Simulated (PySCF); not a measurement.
Consider `CO[SiH3]` (CH6OSi). Numbering: `[CH3:1][O:2][SiH3:3]`

Energies: ωB97X-D3(BJ)/ma-def2-TZVP (PySCF, density fitting, integration grid level 2) on PBE0-D3(BJ)/def2-SVP structures. The prefix ma- adds one diffuse s and one diffuse p function on all atoms but H. ωB97X-D3(BJ) is ωB97X-V with D3(BJ) in place of VV10. Thermal corrections: PBE0-D3(BJ)/def2-SVP frequencies, unscaled, ideal gas at 298.15 K and 1 bar, quasi-RRHO entropy.

Question: What are the vertical and the adiabatic ionisation energy for forming the radical cation?

Answer: 10.71 eV vertical and 10.18 eV adiabatic, the latter with zero-point energy.

Question: Where does the unpaired spin of the relaxed radical cation sit?

Answer: O2 (oxygen on the metalloid) 0.72, H (on C1) 0.09, H (on C1) 0.09 (intrinsic atomic orbital populations).

Question: What oxidation potential follows in acetonitrile (IEF-PCM), given that Fc+/Fc comes at 4.54 V absolute with this functional and basis?

Answer: In the gas phase ΔG of oxidation is 10.157 eV, and solvation is -7.3 kJ/mol for the parent and -242.9 kJ/mol for the product, so the absolute potential is 7.71 V, or 3.17 V against Fc+/Fc. Fc+/Fc in acetonitrile, 4.54 V, is ωB97X-D3(BJ)/ma-def2-TZVP on PBE0-D3(BJ)/def2-SVP structures with GFN2-xTB thermal terms. Benchmark calculations put it near 5.0 V in acetonitrile and DMSO, so it is about 0.5 V low, and the value against it can read up to that much too high. The solvent is electrostatics only, on gas-phase structures; the absolute scale refers to an electron at rest in vacuum.

Question: How far is −ε(HOMO) from the vertical value by ΔSCF?

Answer: −ε(HOMO) = 10.71 eV, which is 0.00 eV below the ΔSCF value.
